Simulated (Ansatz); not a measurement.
# AlO+ (quintet): from Hartree-Fock to the top rungs, cc-pVDZ

The task here is to estimate one member of a computed series from the others.

The runs use Ansatz 0.2.0, Gaussian basis; cc-pVDZ, core rule «outside noble gas», up to 6 orbitals frozen.

The runs, in order: UHF; CCSD(T) on ROHF; CCSD(T) on UHF; BCCD(T) on ROHF; CISD; CCSDT(Q) on ROHF; CCSDT(Q) on UHF; CISDTQ; CCSDTQ on ROHF; CCSDTQ on UHF; Full CI.

13 further runs of the same task are left out: 8 for a known fault of the program, 5 set aside as unsound or not needed.

### The system

The geometry is a PBE0/def2-TZVP stationary point (not a proven minimum) of the parent state, kept for this charge and spin.

2 atoms, charge 1, spin multiplicity 5.

Atoms are counted from 1 here; the program's logs count them from 0.

Bond lengths: Al1–O2 1.784 Å.

Set-up of the first run:

Input file in.yaml:

```yaml
crystal:
  periodic: [false, false, false]
  atoms:
    - {symbol: Al, position_ang: [0.000000, 0.000000, 0.000000]}
    - {symbol: O, position_ang: [0.000000, 0.000000, 1.784100]}
basis:
  gaussian: {orbitals: cc-pVDZ}
total_charge: 1
magnetization: {spin_polarized: true, initial_magnetization: 4}
hamiltonian: {xc: hf}
output: {orbitals: {seedname: orbitals}}
```

The run is started by

```
$ ansatz run in.yaml --threads 1 --pin off --events-out ev --progress --plain --max-ram 3328MiB --backend cpu
```

Steps of the session up to this table: UHF; CCSD(T) on ROHF; CCSD(T) on UHF; BCCD(T) on ROHF; CISD; CCSDT(Q) on ROHF; CCSDT(Q) on UHF; CISDTQ; CCSDTQ on ROHF; CCSDTQ on UHF; Full CI.

One table of the session follows, with a row left open; its other results are not shown here.

| method | from FCI (meV) |
| --- | --- |
| ROHF | +3717.7 |
| UHF | +3548.9 |
| RMP2 | +568.4 |
| UMP2 | +563.7 |
| CISD | +129.2 |
| RCCSD | +56.6 |
| UCCSD | +52.3 |
| RCCSD(T) | +10.9 |
| UCCSD(T) | +8.3 |
| BCCD(T) | +11.1 |
| RCCSDT | ? |
| UCCSDT | -1.0 |
| CISDTQ | +1.7 |
| RCCSDT(Q) | -0.4 |
| UCCSDT(Q) | -3.0 |
| RCCSDTQ | -0.7 |
| UCCSDTQ | -3.2 |
| FCI | 0 |

Q: Estimate the row for RCCSDT from the others.

The run gave: from FCI (meV): +1.5. In the column «from FCI (meV)» it lies between FCI (0) and CISDTQ (+1.7).

To keep in mind: UCCSDT(Q), UCCSDTQ fall below full CI: unrestricted runs freeze a spin-polarised core, another one than full CI's, and coupled cluster isn't variational. Levels on UHF freeze UHF's core orbitals, full CI those of ROHF, so the U rows can settle a little off it for that reason alone. Restricted and unrestricted rows rest on different reference determinants; where their highest levels disagree by more than a few hundredths of an eV, they describe different states and don't form one ladder.
